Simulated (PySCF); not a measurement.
# Structure from NMR data

An unknown has the formula C₂H₂F₄. Its calculated NMR data are:

1H NMR (600 MHz, computed): δ 5.66 (m, 2H).

13C{1H} NMR (computed): δ 118.8 (2C).

PySCF 2.14.0 with density-fitted response routines calculation with shieldings: GIAO B97-2/pcSseg-2 and PBE0-D3(BJ)/def2-TZVP geometry; single conformer, no relativistic terms, isolated molecule, fast rotation and ring inversion assumed for equivalent nuclei.

Referencing at the same level of theory: 1H (σref 31.64) and 13C (σref 185.38) against TMS.

Task: Propose a structure and justify it.

Result: 
- The formula gives 0 degrees of unsaturation.
- 1 carbon signal for 2 carbons: some carbons are equivalent by symmetry or fast rotation.
- Carbon types of the structure: 2 × CH, which accounts for all hydrogens.
- δC 118.8: sp3 CH bonded to 2 F; 2 electronegative neighbours deshield it.
- δH 5.66: hydrogen on an sp3 CH bonded to 2 F; its carbon carries F, hence the downfield position.

The compound is `FC(F)C(F)F`.

The data come from this structure; uniqueness wasn't tested.

Splittings by 19F in the carbon and heteronuclear signals aren't shown, as no couplings were computed. Shifts are as computed. Against solution values, carbons near 30 ppm lie about +3 ppm off and those near 130 ppm about +7 ppm. Of 1211 compounds with measured shifts, 218 miss one by over three times the rms of a fit or turn the order of signals round; such compounds aren't used in these exercises.
